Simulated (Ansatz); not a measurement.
Compare A (`FCCCl`) with its isomer B (`CC(F)Cl`).

Computed with Ansatz on PBE0-D4/def2-TZVP structures; ΔE is electronic, products minus reactants. CCSD(T)/CBS is the MP2 limit (def2-TZVPP, def2-QZVPP) plus CCSD(T) − MP2 in def2-TZVPP, frozen cores. This one scheme is used for every species. DFT in def2-TZVPP. B3LYP here is the variant with VWN-RPA as its local correlation; programs differ in this. Each species was taken in one conformer, which may not be the lowest.

A:

```xyz
8

F     0.6754   -1.2083   -1.1795
C     0.5820   -0.5103    0.0084
C    -0.5714    0.4566   -0.0945
Cl   -0.7070    1.3618    1.4275
H     1.5228    0.0205    0.1744
H     0.4212   -1.2247    0.8196
H    -1.5110   -0.0694   -0.2574
H    -0.4120    1.1737   -0.8986
```

B:

Z-matrix (Å, degrees):
```
C
C 1 1.499
H 1 1.090 2 110.2
H 1 1.092 2 109.1 3 119.8
H 1 1.090 2 110.0 3 -120.4
F 2 1.363 1 110.1 3 -179.0
Cl 2 1.783 1 111.1 3 60.8
H 2 1.091 1 113.3 3 -58.2
```

Question: Which is lower in electronic energy at CCSD(T)/CBS, and by how much? (Best estimate.)

Answer: Computed: B, by 18.0 kJ/mol.

Question: Give E(B) − E(A) in kJ/mol with PBE0-D4, B2PLYP, MP2/def2-TZVPP, PBE-D4, HF/def2-TZVPP, B3LYP, r2SCAN-D4. (Estimate.)

Answer: Ansatz gave: PBE0-D4 -20.7, B2PLYP -18.7, MP2/def2-TZVPP -19.5, PBE-D4 -23.2, HF/def2-TZVPP -11.6, B3LYP -18.5, r2SCAN-D4 -24.7. None reverses the order clearly.

Largest T1 diagnostic: 0.010.

In def2-TZVPP, CCSD(T) changes the Hartree–Fock value by −6.5 kJ/mol (the triples alone add −1.6 kJ/mol) and MP2 by −7.9 kJ/mol.
